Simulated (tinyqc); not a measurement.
Extended Hueckel theory, for BH3, step by step. One step of it, computed by the program tinyqc.

Task: Orbitals. Solve H C = S C e through S^(-1/2); fill by pairs from the bottom, a degenerate level sharing its electrons equally; each orbital has its largest coefficient positive (the first on a tie).

H (eV), lower triangle:
```
             1B 2s     1B 2px     1B 2py     1B 2pz       2H 1s       3H 1s       4H 1s
1B 2s   -15.200000
1B 2px    0.000000  -8.500000
1B 2py    0.000000   0.000000  -8.500000
1B 2pz    0.000000   0.000000   0.000000  -8.500000
2H 1s   -10.562028  -8.820213   0.000000   0.200291  -13.600000
3H 1s   -10.556964   4.410719  -7.635363   0.200150   -1.888080  -13.600000
4H 1s   -10.556964   4.410719   7.635363   0.200150   -1.888080   -1.888045  -13.600000
```

overlap S, lower triangle:
```
           1B 2s     1B 2px     1B 2py     1B 2pz     2H 1s     3H 1s     4H 1s
1B 2s   1.000000
1B 2px  0.000000   1.000000
1B 2py  0.000000   0.000000   1.000000
1B 2pz  0.000000   0.000000   0.000000   1.000000
2H 1s   0.488983   0.532140   0.000000  -0.012084  1.000000
3H 1s   0.488748  -0.266107   0.460655  -0.012075  0.092553  1.000000
4H 1s   0.488748  -0.266107  -0.460655  -0.012075  0.092553  0.092551  1.000000
```

valence electrons = 6

Give: orbital energies; occupations; coefficients; sum of one-electron energies.

Result:

orbital energies (eV): -17.8556  -13.6703  -13.6699  -8.5026  2.5815  2.5999  8.4438

occupations: 2.0000  2.0000  2.0000  0.0000  0.0000  0.0000  0.0000

coefficients:
```
           MO1      MO2      MO3      MO4      MO5      MO6      MO7
1B 2s   0.5547   0.0000   0.0000   0.0253   0.0000  -0.0016   1.4913
1B 2px  0.0000   0.2971   0.0000   0.0000   0.0000   1.3386   0.0018
1B 2py  0.0000   0.0000   0.2971   0.0000   1.3380   0.0000   0.0000
1B 2pz  0.0013   0.0000   0.0000   0.9996   0.0000   0.0000  -0.0428
2H 1s   0.2683   0.6624   0.0000  -0.0088   0.0000  -0.9698  -0.8019
3H 1s   0.2682  -0.3314   0.5738  -0.0088  -0.8401   0.4863  -0.7995
4H 1s   0.2682  -0.3314  -0.5738  -0.0088   0.8401   0.4863  -0.7995
```

sum of one-electron energies = -90.3918 eV
